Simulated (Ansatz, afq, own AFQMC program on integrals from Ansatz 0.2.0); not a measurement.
**Ti, triplet: AFQMC among the cluster methods**

A free Ti atom.

Basis def2-TZVPP. Noble-gas cores (and the filled d shells of Ga–Kr and In–Xe) are frozen. Ansatz 0.2.0 and our own AFQMC program on the same integrals; the CISD trial comes from CCSD amplitudes, and released means the phaseless constraint is let go. ± is one standard error of the sampling. The metal's outer-core s and p shells are frozen, which shifts wave-function levels against functionals.

Determinant: UHF, the one that the program's search chose, which needn't be the lowest solution.

No full CI on the walks' own integrals is used here; CCSDT(Q) serves as the reference and is uncertain by about the last step of the cluster series.

Cautions: no relativity below Rb; outer-core shells of the metal frozen; the released energies have errors that jump between times, so the bars are unsure, so no released level is given (meV from the phaseless value at times in 1/Eh: -2.0 ± 1.2 at 0.24, -6.8 ± 1.2 at 0.50, -69 ± 58 at 1.00, -9.2 ± 2.2 at 1.50).

The T1 diagnostic is 0.0235 and the weight of the determinant in the CISD state is 0.916. The ⟨S²⟩ of the determinant is 2.008 and the size of the correlated space is 4 electrons in 55 orbitals.

```
  level  correlation energy (eV)
    MP2                  -1.0697
   CCSD                  -1.4156
CCSD(T)                  -1.4634
```

Problem. Estimate where phaseless AFQMC with the Hartree–Fock trial lies against CCSD(T) on the same integrals.

Solution. 10.1 ± 1.5 kJ/mol above CCSD(T).

Reference: CCSDT(Q), correlation energy -1.482 eV.

```
        level  E − E(reference) (kJ/mol)  share of correlation (%)
      CCSD(T)                        1.8                     98.72
        CCSDT                        0.1                     99.93
  ph-AFQMC/HF                 12.0 ± 1.5                     91.64
ph-AFQMC/CISD                 1.7 ± 0.05                     98.82
```

A walk keeps the symmetry of its determinant, which the program's search chose and which needn't be the lowest solution, so a lower state of the same spin and another symmetry isn't excluded.
